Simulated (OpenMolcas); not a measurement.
**NaCl⁻ at 2.495 Å: OpenMolcas input and output**

Input (each module block was a call of its own in one work directory; start orbitals came from a preliminary run):

```
&GATEWAY
Coord
2
angstrom
Cl 0.0 0.0 0.0
Na 0.0 0.0 2.4950
Basis=ANO-RCC-VTZP
Group=XY
RX2C
AMFI
ANGMom
0.0 0.0 0.0
RICD
&SEWARD
&GUESSORB
* RASSCF and CASPT2 blocks for each multiplicity and irrep, as for the first:
&RASSCF
FileOrb=$CurrDir/o21.orb
Symmetry=1
Spin=2
nActEl=7 0 0
Inactive=7 4
RAS2=3 4
CIRoot=7 7 1
Linear
Iterations=120 100
OrbListing=Nothing
PRWF=0.15
>>COPY $Project.RasOrb $CurrDir/o21.orb
>>COPY $Project.rasscf.h5 $CurrDir/r21.h5
&CASPT2
XMultistate=all
Imaginary=0.2
IPEA=0.25
MaxIter=40
>>COPY $Project.JobMix JOB001
&RASSI
Nr of JobIphs=4 7 8 5 4
1 2 3 4 5 6 7
1 2 3 4 5 6 7 8
1 2 3 4 5
1 2 3 4
SpinOrbit
EJob
Omega
MEES
MESO
Properties=4
'AngMom' 3 'Mltpl  1' 1 'Mltpl  1' 2 'Mltpl  1' 3
Thrs=1.0d-4
>>COPY $Project.rassi.h5 $CurrDir/so.h5
```

```bash
pymolcas m.inp
```

C2 symmetry about the axis (a holds Σ, Δ, Γ; b holds Π, Φ, H; Σ⁺ and Σ⁻ are not told apart); roots by multiplicity and irrep: 2a 7, 2b 8, 4a 5, 4b 4.

RASSI part of the output, in excerpt:

```
SPIN-FREE ENERGIES:
  (Shifted by EMIN (a.u.) =       -623.4604273118)
 SF State       Relative EMIN(au)   Rel lowest level(eV)    D:o, cm**(-1)      Abs_M
     1             0.0000000000        0.0000000000              0.0000         0.0
     8             0.0554760065        1.5095790403          12175.5761         1.0
     9             0.0554760065        1.5095790403          12175.5761         1.0
     2             0.0920224287        2.5040578520          20196.5886         0.0
    10             0.1885495451        5.1306944991          41381.8419         1.0
    11             0.1885495451        5.1306944991          41381.8419         1.0
     3             0.2008810142        5.4662508661          44088.2865         0.0
    16             0.2146275279        5.8403125618          47105.2976         0.0
    17             0.2178303898        5.9274668730          47808.2445         2.0
    18             0.2178455870        5.9278804097          47811.5799         2.0
     4             0.2204079968        5.9976071334          48373.9639         2.0
     5             0.2205497866        6.0014654284          48405.0831         2.0
    19             0.2206408025        6.0039420971          48425.0588         0.0
    21             0.2217637493        6.0344990366          48671.5171         1.0
    22             0.2217637493        6.0344990366          48671.5171         1.0
     6             0.2220534025        6.0423809019          48735.0887         0.0
     7             0.2239295668        6.0934339351          49146.8591         0.0
    23             0.2267589600        6.1704256448          49767.8392         1.0
    24             0.2267589600        6.1704256448          49767.8392         1.0
    12             0.2276337957        6.1942311380          49959.8434         1.0
    13             0.2276337957        6.1942311380          49959.8434         1.0
    15             0.2322316149        6.3193441716          50968.9481         1.0
    14             0.2322316149        6.3193441716          50968.9481         1.0
    20             0.2352283500        6.4008894876          51626.6554         0.0
++ Dipole transition strengths (spin-free states):
     for osc. strength at least  1.00000000E-05
      From   To        Osc. strength     Einstein coefficients Ax, Ay, Az (sec-1)    Total A (sec-1)
         1    8       2.72219057E-01  2.31857449E+06  2.45992396E+07  0.00000000E+00  2.69178141E+07
         1    9       2.72219055E-01  2.45992394E+07  2.31857448E+06  0.00000000E+00  2.69178139E+07
         1    2       2.47973785E-01  0.00000000E+00  0.00000000E+00  6.74689632E+07  6.74689632E+07
         1   10       2.84049921E-02  3.51418393E+04  3.24105122E+07  0.00000000E+00  3.24456541E+07
         1   11       2.84049927E-02  3.24105129E+07  3.51418726E+04  0.00000000E+00  3.24456548E+07
         1    3       2.37090612E-02  0.00000000E+00  0.00000000E+00  3.07399407E+07  3.07399407E+07
         1    7       8.59613388E-02  0.00000000E+00  0.00000000E+00  1.38495905E+08  1.38495905E+08
         1   12       8.01656163E-02  4.04445612E+07  9.30220085E+07  0.00000000E+00  1.33466570E+08
         1   13       8.01656176E-02  9.30220104E+07  4.04445617E+07  0.00000000E+00  1.33466572E+08
         1   15       4.19073345E-02  2.40346448E+07  4.85832418E+07  0.00000000E+00  7.26178867E+07
         1   14       4.19073344E-02  4.85832412E+07  2.40346453E+07  0.00000000E+00  7.26178865E+07
         8    2       5.29217670E-02  1.95811363E+05  2.07528183E+06  0.00000000E+00  2.27109319E+06
         8   10       7.13212190E-04  0.00000000E+00  0.00000000E+00  4.05800943E+05  4.05800943E+05
         8   11       6.32186276E-05  0.00000000E+00  0.00000000E+00  3.59699105E+04  3.59699105E+04
         8    3       7.11950615E-05  4.15533756E+03  4.42083581E+04  0.00000000E+00  4.83636957E+04
         8    4       2.44440830E-02  5.09808522E+06  1.62664984E+07  0.00000000E+00  2.13645836E+07
         8    5       2.44650757E-02  1.63084775E+07  5.11123510E+06  0.00000000E+00  2.14197126E+07
         8    6       2.43918974E-02  1.99701186E+07  1.77634312E+06  0.00000000E+00  2.17464618E+07
         8    7       1.12411584E-02  8.06379825E+05  9.44264015E+06  0.00000000E+00  1.02490200E+07
         8   12       1.57069130E-04  0.00000000E+00  0.00000000E+00  1.49573644E+05  1.49573644E+05
         8   13       1.98049276E-05  0.00000000E+00  0.00000000E+00  1.88598180E+04  1.88598180E+04
         8   15       6.79804622E-02  0.00000000E+00  0.00000000E+00  6.82403744E+07  6.82403744E+07
         8   14       6.95001708E-03  0.00000000E+00  0.00000000E+00  6.97658934E+06  6.97658934E+06
         9    2       5.29217692E-02  2.07528190E+06  1.95811382E+05  0.00000000E+00  2.27109328E+06
         9   10       6.32186600E-05  0.00000000E+00  0.00000000E+00  3.59699290E+04  3.59699290E+04
         9   11       7.13212431E-04  0.00000000E+00  0.00000000E+00  4.05801080E+05  4.05801080E+05
         9    3       7.11948170E-05  4.42082489E+04  4.15528068E+03  0.00000000E+00  4.83635296E+04
         9    4       2.44440175E-02  1.62664795E+07  5.09804681E+06  0.00000000E+00  2.13645264E+07
         9    5       2.44650557E-02  5.11121642E+06  1.63084787E+07  0.00000000E+00  2.14196951E+07
         9    6       2.43919565E-02  1.77636398E+06  1.99701504E+07  0.00000000E+00  2.17465144E+07
         9    7       1.12411875E-02  9.44265757E+06  8.06388964E+05  0.00000000E+00  1.02490465E+07
         9   12       1.98049301E-05  0.00000000E+00  0.00000000E+00  1.88598203E+04  1.88598203E+04
         9   13       1.57069113E-04  0.00000000E+00  0.00000000E+00  1.49573628E+05  1.49573628E+05
         9   15       6.95001666E-03  0.00000000E+00  0.00000000E+00  6.97658892E+06  6.97658892E+06
         9   14       6.79804624E-02  0.00000000E+00  0.00000000E+00  6.82403747E+07  6.82403747E+07
         2   10       2.61881193E-03  8.00394325E+02  7.83195628E+05  0.00000000E+00  7.83996022E+05
         2   11       2.61881212E-03  7.83195682E+05  8.00396582E+02  0.00000000E+00  7.83996079E+05
         2    3       3.41220711E-03  0.00000000E+00  0.00000000E+00  1.29918692E+06  1.29918692E+06
         2    7       9.36949755E-04  0.00000000E+00  0.00000000E+00  5.23797934E+05  5.23797934E+05
         2   12       2.55820914E-02  4.55640480E+06  1.05596729E+07  0.00000000E+00  1.51160777E+07
         2   13       2.55820942E-02  1.05596741E+07  4.55640530E+06  0.00000000E+00  1.51160794E+07
         2   15       6.95022187E-04  1.31947330E+05  3.07050617E+05  0.00000000E+00  4.38997946E+05
         2   14       6.95022274E-04  3.07050673E+05  1.31947329E+05  0.00000000E+00  4.38998001E+05
        10    3       5.15075986E-05  3.23888458E-01  2.51334737E+02  0.00000000E+00  2.51658625E+02
        10    4       8.87659856E-05  1.67879883E+02  2.72684166E+03  0.00000000E+00  2.89472154E+03
        10    5       8.91607751E-05  2.76340168E+03  1.70133007E+02  0.00000000E+00  2.93353469E+03
        10    6       4.84002909E-05  1.74356286E+03  2.05218173E+00  0.00000000E+00  1.74561505E+03
        10    7       2.37473604E-03  1.10658781E+02  9.53979276E+04  0.00000000E+00  9.55085864E+04
        10   12       1.29522114E-04  0.00000000E+00  0.00000000E+00  6.35709039E+03  6.35709039E+03
        10   13       4.77483980E-05  0.00000000E+00  0.00000000E+00  2.34354483E+03  2.34354483E+03
        11    3       5.15075881E-05  2.51334685E+02  3.23888877E-01  0.00000000E+00  2.51658574E+02
        11    4       8.87658043E-05  2.72683983E+03  1.67875803E+02  0.00000000E+00  2.89471563E+03
        11    5       8.91605210E-05  1.70124734E+02  2.76340159E+03  0.00000000E+00  2.93352633E+03
        11    6       4.84003540E-05  2.05156700E+00  1.74356575E+03  0.00000000E+00  1.74561732E+03
        11    7       2.37473678E-03  9.53979554E+04  1.10660672E+02  0.00000000E+00  9.55086160E+04
        11   12       4.77484046E-05  0.00000000E+00  0.00000000E+00  2.34354516E+03  2.34354516E+03
        11   13       1.29522130E-04  0.00000000E+00  0.00000000E+00  6.35709116E+03  6.35709116E+03
         3   12       1.15576811E-04  7.89109540E+02  1.86867320E+03  0.00000000E+00  2.65778274E+03
         3   13       1.15577014E-04  1.86867645E+03  7.89110966E+02  0.00000000E+00  2.65778742E+03
         3   15       1.21403459E-04  1.23491311E+03  2.59892419E+03  0.00000000E+00  3.83383729E+03
         3   14       1.21403496E-04  2.59892493E+03  1.23491355E+03  0.00000000E+00  3.83383848E+03
        16   21       1.27857426E-03  2.09179579E+03  2.60972157E-01  0.00000000E+00  2.09205676E+03
        16   22       1.27857465E-03  2.60978195E-01  2.09179641E+03  0.00000000E+00  2.09205738E+03
        16   23       2.05874014E-04  9.73499810E+02  1.53189408E-03  0.00000000E+00  9.73501341E+02
        16   24       2.05873995E-04  1.53193333E-03  9.73499720E+02  0.00000000E+00  9.73501252E+02
        16   20       4.31469755E-04  0.00000000E+00  0.00000000E+00  5.88342664E+03  5.88342664E+03
        17   21       7.31230231E-04  2.18478940E+02  1.45010917E+02  0.00000000E+00  3.63489857E+02
        17   22       7.31230276E-04  1.45010954E+02  2.18478925E+02  0.00000000E+00  3.63489880E+02
        18   21       7.28405106E-04  1.43336642E+02  2.15956313E+02  0.00000000E+00  3.59292955E+02
        18   22       7.28404940E-04  2.15956316E+02  1.43336557E+02  0.00000000E+00  3.59292873E+02
         4   12       1.49018049E-03  1.26716597E+03  1.23272746E+03  0.00000000E+00  2.49989343E+03
         4   13       1.49018527E-03  1.23273045E+03  1.26717100E+03  0.00000000E+00  2.49990145E+03
         4   15       1.45465945E-04  3.38100238E+02  3.15290541E+02  0.00000000E+00  6.53390779E+02
         4   14       1.45465583E-04  3.15290043E+02  3.38099111E+02  0.00000000E+00  6.53389154E+02
         5   12       1.46094264E-03  1.16157605E+03  1.19402792E+03  0.00000000E+00  2.35560397E+03
         5   13       1.46093842E-03  1.19402438E+03  1.16157278E+03  0.00000000E+00  2.35559716E+03
         5   15       1.43721285E-04  3.04082643E+02  3.26081396E+02  0.00000000E+00  6.30164039E+02
         5   14       1.43721458E-04  3.26081617E+02  3.04083181E+02  0.00000000E+00  6.30164798E+02
        19   21       1.66119680E-04  7.97733257E-04  6.72974900E+00  0.00000000E+00  6.73054673E+00
        19   22       1.66119657E-04  6.72974809E+00  7.97723088E-04  0.00000000E+00  6.73054581E+00
        19   23       4.23507752E-04  2.35934425E-04  5.09346535E+02  0.00000000E+00  5.09346771E+02
        19   24       4.23507745E-04  5.09346526E+02  2.35937200E-04  0.00000000E+00  5.09346762E+02
        21   23       3.03364440E-04  0.00000000E+00  0.00000000E+00  2.43210982E+02  2.43210982E+02
        21   20       1.31823154E-03  7.67762283E+03  1.10967006E+00  0.00000000E+00  7.67873250E+03
        22   24       3.03364423E-04  0.00000000E+00  0.00000000E+00  2.43210968E+02  2.43210968E+02
        22   20       1.31823150E-03  1.10967080E+00  7.67762260E+03  0.00000000E+00  7.67873227E+03
         6   12       1.35060936E-03  9.31699504E+02  4.19657969E+02  0.00000000E+00  1.35135747E+03
         6   13       1.35060401E-03  4.19655568E+02  9.31696551E+02  0.00000000E+00  1.35135212E+03
         6   15       2.93414555E-05  6.15574674E+01  3.61067688E+01  0.00000000E+00  9.76642363E+01
         6   14       2.93416611E-05  3.61070587E+01  6.15578618E+01  0.00000000E+00  9.76649205E+01
         7   12       1.01001552E-03  1.37954843E+02  3.07326561E+02  0.00000000E+00  4.45281404E+02
         7   13       1.01001763E-03  3.07327151E+02  1.37955182E+02  0.00000000E+00  4.45282334E+02
         7   15       2.94030271E-05  2.41006501E+01  4.10132059E+01  0.00000000E+00  6.51138560E+01
         7   14       2.94028932E-05  4.10130578E+01  2.41005015E+01  0.00000000E+00  6.51135593E+01
        23   20       2.59193231E-03  5.97363078E+03  5.86986970E-03  0.00000000E+00  5.97363665E+03
        24   20       2.59193236E-03  5.86987014E-03  5.97363090E+03  0.00000000E+00  5.97363677E+03
 Electric-quadrupole - electric-quadrupole not included
 Electric-dipole - electric-octupole not included
 Electric-dipole - magnetic-quadrupole not included
   Eigenvalues of complex Hamiltonian:
  (Shifted by EMIN (a.u.) =       -623.4604273118)
 SO State       Relative EMIN(au)   Rel lowest level(eV)    D:o, cm**(-1)      Omega
     1            -0.0000015501        0.0000000000              0.0000         0.5
     2            -0.0000015501        0.0000000000              0.0000         0.5
     3             0.0554088072        1.5077926332          12161.1677         0.5
     4             0.0554088072        1.5077926332          12161.1677         0.5
     5             0.0555414050        1.5114008034          12190.2696         1.5
     6             0.0555414050        1.5114008034          12190.2696         1.5
     7             0.0920203504        2.5040434766          20196.4727         0.5
     8             0.0920203504        2.5040434766          20196.4727         0.5
     9             0.1873542871        5.0982120500          41119.8533         1.5
    10             0.1873542871        5.0982120500          41119.8533         1.5
    11             0.1895067841        5.1567844781          41592.2718         0.5
    12             0.1895067841        5.1567844781          41592.2718         0.5
    13             0.2011131640        5.4726101639          44139.5777         0.5
    14             0.2011131640        5.4726101639          44139.5777         0.5
    15             0.2143082357        5.8316663555          47035.5612         1.5
    16             0.2143082357        5.8316663555          47035.5612         1.5
    17             0.2143486457        5.8327659694          47044.4302         0.5
    18             0.2143486457        5.8327659694          47044.4302         0.5
    19             0.2166127758        5.8943760879          47541.3493         3.5
```

Only roots inside an energy window near the equilibrium distance were included, so the list of states is not complete; labels number the states computed. Each spin and symmetry block has orbitals of its own, averaged over its own roots, so gaps between blocks are less sure than gaps within one and near the minimum can be off by tenths of an eV, in bad cases by more. No Rydberg orbitals are active, so Rydberg states, and σ→σ* states whose orbital the CASSCF left unused, can be missing between those listed. CASPT2 splits the two components of degenerate states numerically, here by up to 31 cm⁻¹. For an anion, states above the electron-detachment threshold (often below 1 to 3 eV) are held by the basis set and are not bound levels.
